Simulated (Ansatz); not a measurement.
**GeH, doublet: the ladder up to UCCSDT(Q)**

Geometry: that of the GeH⁻, singlet, kept fixed.

```xyz
2

Ge    0.0000    0.0000    0.0000
H     0.0000    0.0000    1.6332
```

Basis aug-cc-pVTZ; Ansatz 0.2.0. Correlated methods freeze the noble-gas cores and the filled d shells of p-block atoms, which leaves 5 electrons in 68 orbitals. Prefix R: restricted or restricted open-shell reference; prefix U: unrestricted. Active spaces: valence = (5e, 5o) chosen from the atoms' valence shells. No spin–orbit coupling is included, and no scalar relativity.

Full CI isn't at hand for all of this; UCCSDT(Q) serves as the reference, and is uncertain by about the last step of the cluster series. The frozen core follows each run's orbitals, which can shift R against U totals by a few meV for light atoms and by up to 0.1 eV past Ca.

```
UHF ⟨S²⟩                          : 0.765
T1 diagnostic (RCCSD)             : 0.0207
largest doubles amplitude (RCCSD) : 0.051
T1 diagnostic (UCCSD)             : 0.0159
```

```csv
level,E − E(RHF) (eV)
UHF,-0.1104
UMP2,-2.2066
UCCSD,-2.7761
UCCSD(T),-2.8498
```

(1) Estimate how far UCCSDT(Q) in aug-cc-pVTZ lies from UCCSD(T). The table doesn't fix it; the size of (T) and the diagnostics are the guide.

(1) UCCSDT(Q) in aug-cc-pVTZ lies 1.9 kJ/mol below UCCSD(T), which is 27 % of the (T) step (-7.1 kJ/mol). The diagnostics give no warning, yet the rest is a sizeable part of (T).

The other levels:

```csv
level,E − E(UCCSDT(Q)) (kJ/mol),share of correlation (%),wall time
UCCSDT,0.2,99.93,–
```

The correlation energy at UCCSDT(Q), counted from RHF, is -2.869 eV. That run took 36 s on 1 thread of Arm Neoverse V2, shared host.

Run but not shown, since their state or frozen core can't be matched to the reference's or they repeat it: RHF, RMP2, RCCSD, RCCSD(T), BCCD(T), RCCSDT, RCCSDT(Q), CASSCF (valence space), NEVPT2 (valence space), MRCISD (valence space), MRCISD+Q (valence space).

Times hold each run's SCF and search for its determinant on a shared host, so for small cases they say little of a method's own cost; they ran on 1 thread of Arm Neoverse V2.

Natural occupations of CASSCF (valence space) about the gap: 1.976 1.938 1.000 0.053 0.033; effectively unpaired electrons, Σ n²(2−n)², 1.03.
